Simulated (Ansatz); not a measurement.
Compare A (`CNCC=S`) with its isomer B (`CN1CSC1`).

Gas-phase electronic energies from Ansatz, PBE0-D4/def2-TZVP geometries. CCSD(T)/CBS adds triple-zeta CCSD(T) − MP2 to the extrapolated MP2 energy (def2 sets, frozen cores). Functionals use def2-TZVPP. B3LYP here is the variant with VWN-RPA as its local correlation; programs differ in this. One conformer a species, not always the lowest.

Which is lower in electronic energy at CCSD(T)/CBS, and by how much? (Best estimate.)

Computed: A, by 4.9 kcal/mol.

Give E(B) − E(A) in kcal/mol with CCSD(T)/def2-TZVPP, B2PLYP, PBE0-D4, MP2/def2-TZVPP, CCSD/def2-TZVPP, B3LYP, HF/def2-TZVPP. (Estimate.)

Computed: CCSD(T)/def2-TZVPP 5.2, B2PLYP 6.4, PBE0-D4 1.3, MP2/def2-TZVPP 3.8, CCSD/def2-TZVPP 4.9, B3LYP 7.2, HF/def2-TZVPP 7.0. None reverses the order clearly.

Largest T1 diagnostic: 0.014.

The D4 term adds −1.0 kcal/mol with B3LYP and −0.4 kcal/mol with PBE0; it sums over pairs of atoms, weighted by their polarisabilities, and B3LYP, whose exchange is more repulsive, gets the larger term. In def2-TZVPP, CCSD(T) changes the Hartree–Fock value by −1.8 kcal/mol (the triples alone add +0.3 kcal/mol) and MP2 by −3.2 kcal/mol.
